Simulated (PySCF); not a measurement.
Assignment exercise: C₅H₇Cl

Numbering as in the mapped SMILES `[CH3:1][C@@:2]12[CH2:3][C@@H:4]1[C@@H:5]2[Cl:6]`. Hydrogens are named by the atom that carries them. Ha(C3) is cis to C5 on the ring; Hb(C3) is trans to C5 on the ring.

One computed conformer, one averaged value for each set of equivalent atoms, non-relativistic Hamiltonian, no solvent model. NMR shieldings at PBE0/pcSseg-1/GIAO; coordinates at the GFN2-xTB level; PySCF 2.14.

Scale: TMS for 13C and 1H (reference shieldings calculated alike).

**Question.** Assign these signals to the numbered atoms. 13C{1H} NMR (computed): δ 70.6, 30.3, 24.3, 18.1, 13.9.

**Answer.** 
```tsv
δ (ppm)	atoms	environment	reason
70.6	C5	three-membered-ring carbon	the inductive effect lowers its shielding
30.3	C3	three-membered-ring carbon	–
24.3	C2	three-membered-ring carbon	–
18.1	C4	three-membered-ring carbon	–
13.9	C1	methyl carbon	a saturated carbon with 1 carbon neighbour and no heteroatom attached
```

**Question.** Assign these signals to the numbered atoms. 1H NMR (400 MHz, computed): δ 4.15 (m, 1H), 1.98 (m, 1H), 1.74 (m, 1H), 1.68 (s, 3H), 1.23 (m, 1H).

**Answer.** 
| δ (ppm) | atoms | environment | reason |
| --- | --- | --- | --- |
| 4.15 | H(C5) | hydrogen on a three-membered-ring carbon | its carbon carries Cl, which withdraws density |
| 1.98 | H(C4) | hydrogen on a three-membered-ring carbon | – |
| 1.74 | Ha(C3) | hydrogen on a three-membered-ring carbon | far from electronegative atoms and π systems |
| 1.68 | H(C1) | hydrogen on a methyl carbon | far from electronegative atoms and π systems |
| 1.23 | Hb(C3) | hydrogen on a three-membered-ring carbon | cyclopropane-type protons are shielded by the ring |

Ha(C3) and H(C1) lie closer than the usual error of such a calculation, so a measured spectrum could show them in the other order.

Carbons that carry Cl, above all several Cl atoms, come out too deshielded, partly because spin–orbit coupling is missing. Shifts are as computed. Against solution values, carbons near 30 ppm lie about +3 ppm off and those near 130 ppm about +5 ppm; carbons on Cl a further +6 ppm. Of 1211 compounds with measured shifts, 218 miss one by over three times the rms of a fit or turn the order of signals round; such compounds aren't used in these exercises. No couplings were computed; multiplicities are counted from neighbouring protons, with m where these are inequivalent, close in shift, in a saturated or five-membered ring or joined by F or P, and br s for small geminal =CH2 splittings.
